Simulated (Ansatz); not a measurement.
Base system: C in the diamond structure (space group Fd-3m, No. 227; a = 3.572 Å).

Calculations: PBE, PAW, 420 eV (Ansatz, a program for electronic structure; no SOC), earlier PAW set.

Modification: every C is replaced by Sn, then cell and atoms are relaxed.

Measured lattice parameter a: C 3.553 Å (static lattice; corrected from measurement; as listed in Daniel Mejia-Rodriguez, S. B. Trickey, Phys. Rev. B (2018)); Sn 6.477 Å (static lattice; corrected from measurement; as listed in Daniel Mejia-Rodriguez, S. B. Trickey, Phys. Rev. B (2018)).

### Question
How well does PBE reproduce the measured shift?

### Answer
With PBE the lattice parameter a moves by +3.084 Å (3.572 → 6.656) against +2.924 Å measured.

No phonon test of stability was made.
